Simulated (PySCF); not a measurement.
Choosing a molecule for a target property.

All species are isolated and taken at one optimised geometry, non-relativistic unless stated; the electronic structure was computed with PySCF and density fitting.

The conformers computed, where there is a choice (atom-mapped SMILES and torsion angles):
- `[CH2:1]=[C:2]([C:3]#[N:4])[C@@:5]1([F:6])[CH2:7][O:8]1`: C1–C2–C5–F6 3°
- `[CH3:1][S:2][c+:3]1[s:4][cH:5][cH:6][s:7]1`: C1–S2–C3–S4 -179°
- `[CH3:1][C:2](=[S:3])[SiH2:4][SiH3:5]`: C1–C2–Si4–Si5 -94°

(1) Wanted: smallest rotational constant above 100 GHz (GFN2-xTB) and static isotropic polarisability below 80 au (CAM-B3LYP/def2-SVPD), at GFN2-xTB geometries. Which candidate meets both?
A. `C(=S)([SiH2][SiH3])C` (C2H8SSi2)
B. `O` (H2O)
C. `CS[c+]1sccs1` ([C4H5S3]+)
D. `C=C(C#N)[C@@]1(F)CO1` (C5H4FNO)
E. `N#[N+][O-]` (N2O)

(2) Wanted: lowest singlet excitation below 4 eV (TDDFT CAM-B3LYP/def2-SVPD) and dipole moment above 1 D (CAM-B3LYP/def2-SVPD), at GFN2-xTB geometries. Which candidate meets both?
A. `CC(=S)[SiH2][SiH3]` (C2H8SSi2)
B. `C=C(C#N)[C@@]1(F)CO1` (C5H4FNO)
C. `O` (H2O)
D. `N#[N+][O-]` (N2O)

(3) Wanted: electronic spatial extent ⟨r²⟩ about the centre of nuclear charge above 500 bohr² (CAM-B3LYP/def2-SVPD) and lowest triplet excitation (Tamm–Dancoff) below 2 eV (TDA CAM-B3LYP/def2-SVPD), at GFN2-xTB geometries. Which candidate meets both?
A. `C(=S)([SiH2][SiH3])C` (C2H8SSi2)
B. `C=C(C#N)[C@@]1(F)CO1` (C5H4FNO)
C. `O` (H2O)
D. `CS[c+]1sccs1` ([C4H5S3]+)
E. `N#[N+][O-]` (N2O)

(4) Wanted: HOMO–LUMO gap below 6.5 eV (CAM-B3LYP/def2-SVPD) and HOMO energy above -9 eV (CAM-B3LYP/def2-SVPD), at GFN2-xTB geometries. Which candidate meets both?
A. `N#[N+][O-]` (N2O)
B. `C=C(C#N)[C@@]1(F)CO1` (C5H4FNO)
C. `CS[c+]1sccs1` ([C4H5S3]+)
D. `C(=S)([SiH2][SiH3])C` (C2H8SSi2)
E. `O` (H2O)

## Answers

(1) B. Computed values:
```
                        species  smallest rotational constant  static isotropic polarisability
       CS[c+]1sccs1 ([C4H5S3]+)                     0.889 GHz                          98.0 au
C(=S)([SiH2][SiH3])C (C2H8SSi2)                     1.175 GHz                         103.4 au
 C=C(C#N)[C@@]1(F)CO1 (C5H4FNO)                     1.329 GHz                          64.9 au
               N#[N+][O-] (N2O)                    13.266 GHz                          18.1 au
                        O (H2O)                   283.666 GHz                           9.5 au
```

(2) A. Computed values:
```
                       species  lowest singlet excitation  dipole moment
 CC(=S)[SiH2][SiH3] (C2H8SSi2)                    2.12 eV         2.34 D
C=C(C#N)[C@@]1(F)CO1 (C5H4FNO)                    6.31 eV         2.95 D
              N#[N+][O-] (N2O)                    6.96 eV         0.06 D
                       O (H2O)                    7.54 eV         1.89 D
```

(3) A. Computed values:
```csv
species,electronic spatial extent ⟨r²⟩ about the centre of nuclear charge,lowest triplet excitation (Tamm–Dancoff)
O (H2O),20 bohr²,7.06 eV
N#[N+][O-] (N2O),105 bohr²,5.85 eV
C=C(C#N)[C@@]1(F)CO1 (C5H4FNO),856 bohr²,3.72 eV
C(=S)([SiH2][SiH3])C (C2H8SSi2),1102 bohr²,1.63 eV
CS[c+]1sccs1 ([C4H5S3]+),1222 bohr²,2.60 eV
```

(4) D. Computed values:
```csv
species,HOMO–LUMO gap,HOMO energy
C(=S)([SiH2][SiH3])C (C2H8SSi2),6.29 eV,-7.63 eV
CS[c+]1sccs1 ([C4H5S3]+),6.64 eV,-12.79 eV
C=C(C#N)[C@@]1(F)CO1 (C5H4FNO),8.95 eV,-9.86 eV
O (H2O),11.68 eV,-10.72 eV
N#[N+][O-] (N2O),12.44 eV,-11.34 eV
```
